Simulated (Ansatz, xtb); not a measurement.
Two isomers of C4H5F

Structure X is `C#C[C@@H](C)F`, a singlet and structure Y is `CC#CCF`, a singlet. Both are isolated molecules in the gas phase, relaxed with r2SCAN-D4/def2-SVP.

Estimate E(Y) − E(X) at the level CCSD(T)/def2-SVP + ΔMP2/def2-TZVPP.

CCSD(T)/def2-SVP + ΔMP2/def2-TZVPP gives E(Y) − E(X) = −0.99 kcal/mol, slightly favouring structure Y, which is too small a margin to settle the true order.

How the difference moves with the method:

```json
{"level": "GFN2-xTB", "geometry": "GFN2-xTB", "E(Y) − E(X) (kcal/mol)": "−5.47", "departure from the last row (kcal/mol)": "−4.49", "job, with rough time for the two": "optimisation, 0.45 s"}
{"level": "HF/STO-3G", "geometry": "GFN2-xTB", "E(Y) − E(X) (kcal/mol)": "−4.31", "departure from the last row (kcal/mol)": "−3.32", "job, with rough time for the two": "single point, 1.1 s"}
{"level": "r2SCAN-D4/def2-SVP//GFN2-xTB", "geometry": "GFN2-xTB", "E(Y) − E(X) (kcal/mol)": "−2.91", "departure from the last row (kcal/mol)": "−1.92", "job, with rough time for the two": "single point, 6.6 s"}
{"level": "r2SCAN-D4/def2-SVP", "geometry": "r2SCAN-D4/def2-SVP", "E(Y) − E(X) (kcal/mol)": "−2.89", "departure from the last row (kcal/mol)": "−1.90", "job, with rough time for the two": "optimisation, 3.6 min"}
{"level": "HF/def2-SVP", "geometry": "r2SCAN-D4/def2-SVP", "E(Y) − E(X) (kcal/mol)": "−3.12", "departure from the last row (kcal/mol)": "−2.14", "job, with rough time for the two": "part of the CCSD(T) run"}
{"level": "MP2/def2-SVP", "geometry": "r2SCAN-D4/def2-SVP", "E(Y) − E(X) (kcal/mol)": "−1.38", "departure from the last row (kcal/mol)": "−0.39", "job, with rough time for the two": "part of the CCSD(T) run"}
{"level": "CCSD(T)/def2-SVP", "geometry": "r2SCAN-D4/def2-SVP", "E(Y) − E(X) (kcal/mol)": "−1.08", "departure from the last row (kcal/mol)": "−0.09", "job, with rough time for the two": "single point"}
{"level": "CCSD(T)/def2-SVP + ΔMP2/def2-TZVPP", "geometry": "r2SCAN-D4/def2-SVP", "E(Y) − E(X) (kcal/mol)": "−0.99", "departure from the last row (kcal/mol)": "", "job, with rough time for the two": "single point, 82 s"}
```

As drawn, both hold the same kinds of bond in the same numbers.

The largest departure from CCSD(T)/def2-SVP + ΔMP2/def2-TZVPP is that of GFN2-xTB, 4.49 kcal/mol. The last row adds to CCSD(T) the change of the MP2 difference between the two basis sets, here +0.09 kcal/mol.

With harmonic frequencies from r2SCAN-D4/def2-SVP (ideal gas, rigid rotor, one conformer each, 298.15 K, 1 atm): on the last row, ΔE + ΔZPE = −0.87 kcal/mol. A mode under 50 cm⁻¹ makes harmonic enthalpies and free energies unreliable, so none is given.

The correlated steps freeze 5 core orbitals. Programs: Ansatz 0.2.0, xtb 6.7.1; the last row on 2 threads of AMD EPYC (Zen 3) on a shared host.
